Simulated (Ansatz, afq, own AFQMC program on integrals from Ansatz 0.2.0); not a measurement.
**C3H8Ga, doublet: AFQMC among the cluster methods**

```xyz
12

C    -1.5048   -1.6850   -0.8686
C    -0.0363   -1.3313   -1.0461
Ga    0.8133   -0.1173    0.3133
C     2.7285    0.3925    0.0463
H    -2.1450   -0.7886   -0.8827
H    -1.8703   -2.3571   -1.6637
H    -1.6893   -2.1901    0.0930
H     0.1460   -0.8398   -2.0205
H     0.5991   -2.2373   -1.0499
H     3.1602    0.9139    0.9117
H     3.3282   -0.5082   -0.1682
H     2.7962    1.0584   -0.8315
```

Basis def2-SVP. Only valence electrons are correlated. Ansatz 0.2.0 and our own AFQMC program on the same integrals; the CISD trial comes from CCSD amplitudes, and released means the phaseless constraint is let go. Uncertainties: one standard error, sampling alone. No spin–orbit coupling.

Determinant: UHF, the one that the program's search chose, which needn't be the lowest solution. The geometry is a PBE0/def2-SVP stationary point of this or a neighbouring charge and spin state.

No full CI on the walks' own integrals is used here. The released AFQMC energy serves as the reference, which it does only where one determinant dominates, the energy is flat over the last release times and near the phaseless one (40 meV or 2 meV an electron, half that with transition metals). On small molecules, where full CI could be run and the noise was under 10 meV, such values lay within 10 meV of it in 19 cases of 20, a flattering rate, since the rule was set on those same cases; what remains of the bias isn't in the error bar.

Cautions: no relativity below Rb; no spin-orbit coupling; inner d shell frozen; the released value is read at 0.90 1/Eh with a noise of 16 meV, more than in the cases checked (meV from the phaseless value at times in 1/Eh: 18 ± 11 at 0.21, 5 ± 13 at 0.42, 19 ± 15 at 0.63, -1 ± 16 at 0.90).

- T1 diagnostic: 0.0104
- weight of the determinant in the CISD state: 0.810
- ⟨S²⟩ of the determinant: 0.756
- size of the correlated space: 23 electrons in 97 orbitals

Reference: AFQMC with the constraint released, correlation energy -15.216 ± 0.016 eV.

| level | E − E(reference) (kJ/mol) | share of correlation (%) |
| --- | --- | --- |
| HF | 1468.1 ± 1.5 | 0.00 |
| MP2 | 189.6 ± 1.5 | 87.08 |
| CCSD | 46.5 ± 1.5 | 96.83 |
| CCSD(T) | 4.6 ± 1.5 | 99.69 |
| ph-AFQMC/CISD | 0.1 ± 2.1 | 99.99 |

Released energies are given only where the last usable release times agree within the noise; a slower fall can still hide under it.
